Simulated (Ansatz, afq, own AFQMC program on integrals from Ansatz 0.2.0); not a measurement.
## H$_{2}$O⁻, doublet: AFQMC among the cluster methods

| atom | x (Å) | y (Å) | z (Å) |
| --- | --- | --- | --- |
| O | 0.0000 | 0.0000 | 0.0000 |
| H | 0.0000 | 0.0000 | -0.9773 |
| H | 0.0000 | 0.0000 | 0.9773 |

Basis aug-cc-pVDZ. Only valence electrons are correlated. Ansatz 0.2.0 and our own AFQMC program on the same integrals; the CISD trial comes from CCSD amplitudes, and released means the phaseless constraint is let go. Error bars are statistical, one sigma.

Determinant: ROHF, the one that the program's search chose, which needn't be the lowest solution. The geometry is a point of a scan.

No full CI on the walks' own integrals is used here; CCSDT(Q) serves as the reference and is uncertain by about the last step of the cluster series.

```
T1 diagnostic                               : 0.0238
weight of the determinant in the CISD state : 0.923
size of the correlated space                : 9 electrons in 40 orbitals
```

Reference: CCSDT(Q), correlation energy -6.661 eV. The released energy is read at 2.40 1/Eh (meV from the phaseless value at times in 1/Eh: -9 ± 13 at 0.24, 1 ± 10 at 0.51, -5 ± 9 at 0.99, -12 ± 14 at 1.62, -11 ± 12 at 2.40).

```csv
level,E − E(reference) (mEh),share of correlation (%)
HF,244.79,0.00
MP2,13.86,94.34
CCSD,7.42,96.97
CCSD(T),0.82,99.67
CCSDT,0.49,99.80
ph-AFQMC/CISD,0.23 ± 0.50,99.91
released AFQMC,-0.18 ± 0.46,100.07
```

A walk keeps the symmetry of its determinant, which the program's search chose and which needn't be the lowest solution, so a lower state of the same spin and another symmetry isn't excluded. Released energies are given only where the last usable release times agree within the noise; a slower fall can still hide under it.
